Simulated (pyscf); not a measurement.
This saddle point was located with ωB97X-D3(BJ)/def2-SVP in PySCF.

```xyz
7

O     -0.1225    -0.7159     2.4360
Ga    -0.5278    -0.3749     0.8667
O     -2.0016    -0.0570    -0.3432
H     -1.0268     0.0434    -1.0650
O      0.1757    -0.0468    -0.9040
H     -2.6572     0.6415    -0.2330
H      0.7349    -0.6621    -1.3925
```
Charge 0, spin multiplicity 1.

Surface: singlet, charge 0. Lowest wavenumbers (cm⁻¹): 1068i, 156, 172, 387, 430.

**Question.** Which two sides does it connect, and which bonds change?

**Answer.** O=Ga–OH + water (H₂O) ⇌ O=Ga–OH + water (H₂O), a four-centre exchange read from left to right: Ga–O, H–O broken and Ga–O, H–O formed. At CCSD(T)/def2-TZVPP + ΔMP2(QZVPP) it lies -3.1 kJ/mol from the left side and -3.1 kJ/mol from the right (each side as separated species at their lowest minima found). On the reactant side the descent ends in an adduct with a Ga–O contact, 76.4 kJ/mol under the separated species and 64.8 kJ/mol under the saddle at ωB97X-D3(BJ)/def2-TZVP. On the product side the descent ends in an adduct with a Ga–O contact, 76.5 kJ/mol under the separated species and 64.9 kJ/mol under the saddle at ωB97X-D3(BJ)/def2-TZVP. At CCSD(T) the saddle lies under the separated reactants, which points to a path from their complex (located at ωB97X-D3(BJ) alone). At CCSD(T) the saddle lies under the separated products, which points to a path from their complex (located at ωB97X-D3(BJ) alone). What is counted as formed (Ga–O) is already present as a longer contact in the reactant adduct; forming that adduct is a step of its own. What is counted as broken (Ga–O) persists as a longer contact in the product adduct; parting that adduct is a step of its own. At ωB97X-D3(BJ)/def2-TZVP the barrier from the zero used here is -11.6 kJ/mol. The same reactants have a lower exit, to HO–Ga(OH)–OH (barrier -63.2 kJ/mol at ωB97M-D3(BJ)/def2-TZVP, against -9.2 kJ/mol here). One saddle was located; it need not be the lowest between these sides. The CCSD(T) − MP2 part came from Ansatz, without density fitting, on the same reference. The frozen core leaves the outer d or s,p core shells of the metals and heavy elements correlated in the MP2 and CC values, and def2-TZVPP describes them poorly, which can shift differences by a few kcal/mol. Elements up to Kr have no core potential and no relativistic terms here.
